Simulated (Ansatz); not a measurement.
C$_{3}$H$_{7}$N (`C=CNC`). The species carries charge 0 and has multiplicity 1.

Z-matrix (Å, degrees):
```
C
N 1 1.442
H 1 1.092 2 109.3
H 1 1.099 2 113.8 3 -120.7
H 1 1.091 2 109.7 3 117.6
C 2 1.375 1 119.3 3 50.6
H 2 1.008 1 114.4 3 -169.0
C 6 1.334 2 127.0 1 151.7
H 6 1.088 2 113.2 1 -31.1
H 8 1.085 6 122.1 2 -3.4
H 8 1.080 6 120.2 2 175.0
```

(1) List the harmonic frequencies (cm⁻¹, unscaled) at PBE0-D4/def2-TZVP in Ansatz. (Best estimate.)

(2) Is this a minimum?

(3) Give the ideal-gas thermochemistry at 298.15 K and 1 bar (rigid rotor, harmonic oscillator; point group C1, symmetry number 1).

(4) And at 400, 500, 600, 800 and 1000 K?

## Answers

(1) Ansatz gave: 134, 184, 306, 494, 626, 715, 813, 918, 1007, 1059, 1144, 1191, 1304, 1333, 1409, 1458, 1484, 1492, 1523, 1723, 2994, 3088, 3132, 3160, 3167, 3267, 3608.

(2) Yes, all 27 modes are real.

(3) Zero-point energy 255.6 kJ/mol; H(298) − E = 271.9 kJ/mol; entropy 295.0 J/(mol·K), of which translation 159.3, rotation 99.6, vibration 36.1; G(298) − E = 183.9 kJ/mol.

(4) 
```csv
T (K),H − E (kJ/mol),S (J/mol/K),G − E (kJ/mol)
400,281.2,321.8,152.5
500,292.4,346.7,119.1
600,305.3,370.2,83.2
800,335.5,413.4,4.8
1000,370.1,451.9,-81.8
```
